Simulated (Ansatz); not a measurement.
A made-up structure of CH₆AlSi (charge -1), singlet:

```xyz
9
angstrom
C 0.7113 -1.1500 0.9796
Al 0.0587 1.0007 -0.0714
Si -1.1404 1.0152 -1.4569
H -1.7323 -0.1669 -1.9753
H -1.5908 2.1782 -2.1357
H 0.7952 2.2788 0.6026
H 1.7422 -1.3943 0.9473
H 0.2525 -2.0115 0.5662
H 0.5053 -1.2479 2.0147
```

It is relaxed with PBE-D4/def2-SVPD and then PBE0-D4/def2-TZVPD (Ansatz 0.2.0). Atoms count as bonded within 1.22 times the sum of their covalent radii (H–H: 0.88 Å). The end point is not checked to be a true minimum.

Task: Does its bonding change? (Judge from chemistry; the calculation decides.)

Result: Computed: Yes. Formed: C1–Al2; broken: none.

Where it ends: The first stage lowers the energy by 3.53 eV in 18 steps. It ends as CH₆AlSi ([CH3][AlH][SiH2]), total charge -1:
```
atom    x (Å)    y (Å)    z (Å)
  C1   0.7032  -1.0087   0.9741
 Al2   0.1404   0.7132   0.1213
 Si3  -0.9124   0.8902  -1.9955
  H4  -2.0113  -0.1619  -1.9910
  H5  -1.7294   2.1709  -1.9562
  H6   0.9481   1.9362   0.8476
  H7   1.7907  -1.1458   0.9176
  H8   0.2291  -1.8806   0.5126
  H9   0.4432  -1.0112   2.0407
```

Labels in which every atom is bracketed show which atoms are joined, not bond orders.

For scale, one of the runs: PBE0-D4/def2-TZVPD relaxation, 177 basis functions, launched by `ansatz run in.yaml --threads 2 --pin off --events-out ev --progress --plain --max-ram 4352MiB`. The run took about 43 s on 2 CPU threads of an Arm Neoverse V1 (shared host).
